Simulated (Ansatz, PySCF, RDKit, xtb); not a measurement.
**[CH5F2N2]+: a search for the lowest isomer**

Only the formula [CH5F2N2]+ is given (charge +1). Aim: find the structure of lowest free energy at 298.15 K, then its properties.

The funnel: GFN2-xTB relaxations, single points with a density functional, relaxations at B3LYP-D3(BJ)/def2-SVP, harmonic vibrations, and a last energy at a higher level. All values are calculated.

5 further runs of the same task are left out: 5 set aside as unsound or not needed.

## 1. Possible bonding patterns

A program enumerates the bonding patterns with one Lewis structure each (two rings at most, one unusual centre or charged pair), with their diastereomers. O–O, O–halogen and N–halogen bonds and N–N–N chains are not drawn. That gives 4 candidates.

```csv
label,SMILES,spin
c348,N[NH2+]C(F)F,singlet
c468,[NH3+][NH2+][C-](F)F,singlet
c517,[NH3+]NC(F)F,singlet
c687,NC([NH3+])(F)F,singlet
```

Candidates are built by distance geometry, with a force field where one applies, in up to four conformers (letters a to d).

**Question.** With final energies at CCSD(T)/def2-SVP + MP2/def2-TZVPP - MP2/def2-SVP, which structure will this search put lowest in free energy, and by what margin?

| quantity | value |
| --- | --- |
| lowest structure found | NC([NH3+])(F)F, singlet, Cs |
| next finalist | [NH3+]NC(F)F, singlet, 33.4 kcal/mol higher in G |
| share at equilibrium, among the finalists | 100.0 % |
| harmonic wavenumbers, lowest and highest (B3LYP-D3(BJ)/def2-SVP) | 191 and 3650 cm⁻¹ |
| rotational constants, same geometry | 0.1792, 0.1663, 0.1611 cm⁻¹ |
| HOMO energy (PBE0/def2-TZVPD) | -14.01 eV |
| LUMO energy (PBE0/def2-TZVPD) | -5.09 eV |
| HOMO–LUMO gap (PBE0/def2-TZVPD) | 8.92 eV |
| lowest excitation (TD-B3LYP/def2-SVPD) | 7.56 eV (f = 0.029) |
| strongest of the states computed, same level | 8.81 eV (f = 0.128) |
| lowest triplet excitation, same level, Tamm-Dancoff | 7.38 eV |
| vertical ionisation energy | 16.63 eV |
| vertical recombination energy (electron added) | 3.69 eV |
| vertical triplet less singlet | +7.74 eV |

`NC([NH3+])(F)F` comes out lowest. Among the finalists first place is clear (33.4 kcal/mol); structures outside the list aren't covered. GFN2-xTB, HF/STO-3G, r2SCAN-D4/def2-SVP, B3LYP-D3(BJ)/def2-SVP, HF/def2-SVP and MP2/def2-SVP already put its bonding pattern lowest among the structures in one piece. A loose complex, N=C(F)F.[NH4+], lay -1.8 kcal/mol from the best structure in one piece at the screening level; it was neither relaxed nor ranked, and may be the true minimum. Lowest found is not proven lowest: the search is finite, and each finalist counts with one conformer. Patterns outside the rules of the enumeration were met only by chance.
